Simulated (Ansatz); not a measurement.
What does this script print? It uses Ansatz's Python interface.

The script, `h7npsi.py`:
```python
'''Vertical ionisation energy and electron affinity of H7NPSi(+).'''

import ansatz as az

BASIS = 'aug-cc-pVDZ'
FUNCTIONAL = 'HF'


def energy_of(molecule, charge=0, unpaired=0):
    calc = (
        molecule.calculation()
        .basis(gaussian=BASIS)
        .functional(FUNCTIONAL)
    )
    if charge:
        calc = calc.charge(charge)
    if unpaired:
        calc = calc.spin('collinear', total=unpaired)
    return calc.run(threads=1, backend='cpu').report['free_energy_ev']


def main() -> None:
    geometry_ang = [
        ('N', (1.6141, 0.6477, 0.2143)),
        ('Si', (0.4985, -0.5746, -0.1636)),
        ('P', (-1.545, 0.0789, 0.2455)),
        ('H', (2.5569, 0.2995, 0.058)),
        ('H', (1.4965, 1.4294, -0.4255)),
        ('H', (0.6966, -0.8542, -1.6011)),
        ('H', (0.8771, -1.7628, 0.6293)),
        ('H', (-2.5141, -0.8948, -0.079)),
        ('H', (-1.9121, 1.2328, -0.4802)),
        ('H', (-1.7685, 0.398, 1.6023)),
    ]
    geometry = az.Crystal.molecule()
    for symbol, xyz in geometry_ang:
        geometry = geometry.atom(symbol, xyz)

    # delta-SCF style differences, no relaxation
    parent = energy_of(geometry, 1, 0)
    cation = energy_of(geometry, 2, 1)
    print(f'E(N)   = {parent:.5f} eV')
    print(f'E(N-1) = {cation:.5f} eV  (1 unpaired)')
    print(f'vertical ionisation energy {cation - parent:.3f} eV')
    anion = energy_of(geometry, 0, 1)
    print(f'E(N+1) = {anion:.5f} eV  (1 unpaired)')
    print(f'vertical electron affinity {parent - anion:.3f} eV' + ('' if anion < parent else ' (unbound in this basis)'))
    print(f'fundamental gap IP - EA = {cation + anion - 2 * parent:.3f} eV')


if __name__ == '__main__':
    main()
```

Running `python h7npsi.py` prints:
```text
E(N)   = -18720.47529 eV
E(N-1) = -18707.05735 eV  (1 unpaired)
vertical ionisation energy 13.418 eV
E(N+1) = -18723.65848 eV  (1 unpaired)
vertical electron affinity 3.183 eV
fundamental gap IP - EA = 10.235 eV
```

At this unrelaxed geometry removing an electron costs 13.42 eV and adding one releases 3.18 eV.

What to keep in mind:
- Total energies depend on the basis set; only differences at equal settings carry meaning.
- The geometry is a force-field or estimated start, not a minimum of this method, and the basis set is short of its limit. All parts are taken at fixed geometry, without zero-point energy. At an unrelaxed start these energies can be a whole eV from those at the minimum, and a small affinity can change sign.
- Hartree-Fock leaves correlation out, so bond, atomisation and ionisation energies come out well too low.
- The whole script took 42 s on 1 thread of Arm Neoverse V1, with other jobs on the host, peak memory 0.59 GiB.
